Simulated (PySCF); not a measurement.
B3LYP has the VWN-RPA correlation part, as in Gaussian. 

# CH₃, SMILES `[CH3]` (charge 0, multiplicity 2)

Method: PySCF with B3LYP-D3(BJ)/def2-TZVP // PBE-D3(BJ)/def2-SVP.

```json
{
 "highest_occupied_spin_orbital": "-6.45 eV",
 "dipole_moment": "0.00 D",
 "total_energy": "-39.8595 Ha",
 "cost": "very roughly 18 core-seconds"
}
```

```xyz
4

C      0.0000     0.0000    -0.0005
H      1.0641    -0.2724     0.0014
H     -0.7680    -0.7853     0.0013
H     -0.2961     1.0577    -0.0022
```
Charge 0, spin multiplicity 2.
